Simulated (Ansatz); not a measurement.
We consider fluorite CeO2, described by LDA (Ansatz, a program for electronic structure, plane waves, PAW).

Run with plane-wave cutoff 520 eV, 10×10×10 k mesh, Fermi–Dirac smearing 0.01 eV, no spin polarisation, scalar-relativistic PAW data made under PBE.

Cell (relaxed at this level):

```
CELL_PARAMETERS angstrom
      0.00000     2.67923     2.67923
      2.67923     0.00000     2.67923
      2.67923     2.67923     0.00000
ATOMIC_POSITIONS crystal
  Ce 0.00000 0.00000 0.00000
  O  0.25000 0.25000 0.25000
  O  0.75000 0.75000 0.75000
```

### Question
Estimate the band gap, Γ–Γ gap and bulk modulus that the calculation returns.

### Answer

- band gap: 2.05 eV (on the SCF k mesh)
- Γ–Γ gap: 3.07 eV
- bulk modulus: 206 GPa

Measured, for comparison: band gap 3 eV (temperature not stated, no zero-point or thermal correction, O 2p to Ce 4f, our sources range from 3.00 to 3.20; as tabulated in Tran et al. (2019), arXiv:1908.01820); bulk modulus 220 ± 9 GPa (room temperature, no zero-point or thermal correction, our sources range from 220 to 230; as tabulated in High Pressure Brillouin Spectroscopy and X-ray Diffraction of Cerium Dioxide …). Computed (rounded) less measured: bulk modulus -6 % (-6 % to -10 % over the range).

Note: the bulk modulus is −V dP/dV from two relaxed cells at ±2 % in volume.

Spin–orbit coupling is not included.

Static lattice: no zero-point or thermal effects.

Computing time: about 10 core-seconds (a rough figure).
